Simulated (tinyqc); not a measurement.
LCCD on RHF in the sto-6g basis, frozen core, for LiH, spin multiplicity 1, step by step. One step of it, computed by the program tinyqc.

Question. LCCD: starting amplitudes. t_ij^ab = <ij||ab> / (e_i + e_j - e_a - e_b), whose energy is MP2.

orbital energies (hartree): MO1 -2.383745, MO2 -0.302891, MO3 0.080197, MO4 0.162143, MO5 0.162143, MO6 0.599179

Two-electron integrals over orbitals (pq|rs), unique and non-zero (hartree); the lowest 1 orbital is frozen and left out:
```
(22|22) 0.505322    (32|22) -0.043709   (32|32) 0.010537    (33|22) 0.229738
(33|32) 0.004544    (33|33) 0.341343    (42|42) 0.024326    (43|42) 0.018920
(43|43) 0.041416    (44|22) 0.280945    (44|32) 0.003691    (44|33) 0.282927
(44|44) 0.313125    (52|52) 0.024326    (53|52) 0.018920    (53|53) 0.041416
(54|54) 0.016875    (55|22) 0.280945    (55|32) 0.003691    (55|33) 0.282927
(55|44) 0.279374    (55|55) 0.313125    (62|22) 0.140574    (62|32) -0.031386
(62|33) -0.006314   (62|44) -0.004429   (62|55) -0.004429   (62|62) 0.123466
(63|22) -0.049455   (63|32) 0.006673    (63|33) 0.035592    (63|44) -0.000026
(63|55) -0.000026   (63|62) -0.029068   (63|63) 0.025125    (64|42) -0.019366
(64|43) -0.014240   (64|64) 0.019358    (65|52) -0.019366   (65|53) -0.014240
(65|65) 0.019358    (66|22) 0.462721    (66|32) -0.039217   (66|33) 0.241941
(66|44) 0.270823    (66|55) 0.270823    (66|62) 0.147580    (66|63) -0.041759
(66|66) 0.458732
```

Give: Starting amplitudes; correlation energy.

Answer.

Starting amplitudes (spin orbitals 1a, 1b, ...; amplitudes related by a flip of all spins are not repeated):

| from | to | t |
|---|---|---|
| 2a 2b | 6a 6b | -0.0684 |
| 2a 2b | 5a 5b | -0.0262 |
| 2a 2b | 4a 4b | -0.0262 |
| 2a 2b | 3a 6b | 0.0244 |
| 2a 2b | 3a 3b | -0.0138 |

correlation energy = -0.011400 hartree
